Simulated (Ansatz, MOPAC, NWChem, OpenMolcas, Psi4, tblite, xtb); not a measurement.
**A ladder of methods for Si2NH6 (SMILES N[SiH][SiH3])**

The runs start from one conformer, not always the lowest.

Si2NH6, doublet, SMILES `N[SiH][SiH3]`. Each level relaxes the structure for itself.

Quantity: the highest harmonic wavenumber at each level's own minimum, in cm⁻¹. The values are calculated.

| level | kind | program | value (cm⁻¹) |
| --- | --- | --- | --- |
| MNDO | semi-empirical | MOPAC | 3670 |
| MNDOD | semi-empirical | MOPAC | 3601 |
| GFN2-xTB | semi-empirical | xtb | 3512 |
| GFN1-xTB | semi-empirical | tblite | 3507 |
| UHF/3-21G | Hartree–Fock | OpenMolcas | 3843 |
| UHF/6-31G* (spherical functions) | Hartree–Fock | NWChem | 3884 |
| UHF/6-31G* (Cartesian functions) | Hartree–Fock | OpenMolcas | 3891 |
| UPBE0-D4/def2-TZVP | global hybrid | Ansatz | 3698 |
| U-wB97X-D/def2-SVP (density fitting) | range-separated hybrid | Psi4 | 3716 |

Harmonic and unscaled. The values span 3507 to 3891 cm⁻¹.
